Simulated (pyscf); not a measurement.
Single points on ωB97X-D3(BJ)/def2-SVP structures (PySCF, gas phase). Correlated levels are frozen-core, on RHF or UHF. ΔMP2 is the change of the MP2 total energy from the triple- to the quadruple-zeta basis.

Question: For the elementary gas-phase step `[OH]` [doublet] + `[OH]` [doublet] -> `[H]` [doublet] + `[O][OH]` [doublet] (triplet surface; H–O broken, O–O formed), what barrier and reaction energy does CCSD(T)/def2-TZVPP + ΔMP2(QZVPP) give, measured from the separated reactants?

Answer: ΔE‡ = 55.5 kcal/mol, ΔE = +40.7 kcal/mol. Zero-point energy shifts the barrier by -0.4 kcal/mol. It is a substitution at O, with an imaginary mode of 1858i cm⁻¹. OH• + OH• also meet on a surface of lower spin, which isn't treated here. H• + •O–OH also meet on a surface of lower spin, which isn't treated here. This is the saddle that the search found; another between the same sides may lie lower. The angle at the attacked O is 151°. The CCSD(T) − MP2 part came from Ansatz, without density fitting, on the same reference. An open-shell T1 diagnostic exceeds 0.045. Left out: the spin-orbit lowering of OH.
